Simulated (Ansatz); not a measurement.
**SiNCl (triplet): from Hartree-Fock to the top rungs, def2-QZVPP**

One table from this session's results is given with a row withheld; the runs are named, their logs left out.

Program: Ansatz 0.2.0, Gaussian basis. Level of theory: def2-QZVPP, core rule «outside noble gas», up to 11 orbitals frozen. These are calculated values, not measurements.

The runs, in order: UHF; ROHF; CCSD(T) on UHF.

2 further runs of the same task are left out: 2 set aside as unsound or not needed.

### The geometry

The geometry is a PBE0/def2-TZVP stationary point (not a proven minimum) of the parent state, kept for this charge and spin.

3 atoms, charge 0, spin multiplicity 3.

Atoms are counted from 1 here; the program's logs count them from 0.

Bond lengths: Cl1–Si2 2.010 Å, Si2–N3 1.558 Å. Angles: Cl1–Si2–N3 180.0°.

Set-up of the first run:

in.yaml reads:

```yaml
crystal:
  periodic: [false, false, false]
  atoms:
    - {symbol: Cl, position_ang: [0.000000, 0.000000, 1.859000]}
    - {symbol: Si, position_ang: [0.000000, 0.000000, -0.150500]}
    - {symbol: N, position_ang: [0.000000, 0.000000, -1.708500]}
basis:
  gaussian: {orbitals: "def2-QZVPP.json"}
magnetization: {spin_polarized: true, initial_magnetization: 2}
hamiltonian: {xc: hf}
output: {orbitals: {seedname: orbitals}}
```

Launch:

```
$ ansatz run in.yaml --threads 1 --pin off --events-out ev --progress --plain --max-ram 2393MiB
```

Steps of the session up to this table: UHF; ROHF; CCSD(T) on UHF.

One table of the session follows, with a row left open; its other results are not shown here.

| method | from UCCSD(T) (meV) |
| --- | --- |
| ROHF | +15054.2 |
| UHF | +14864.5 |
| UMP2 | +1509.1 |
| UCCSD | ? |
| UCCSD(T) | 0 |

Estimate the missing values for UCCSD.

The run gave: from UCCSD(T) (meV): +811.2. In the column «from UCCSD(T) (meV)» it lies between UCCSD(T) (0) and UMP2 (+1509.1).
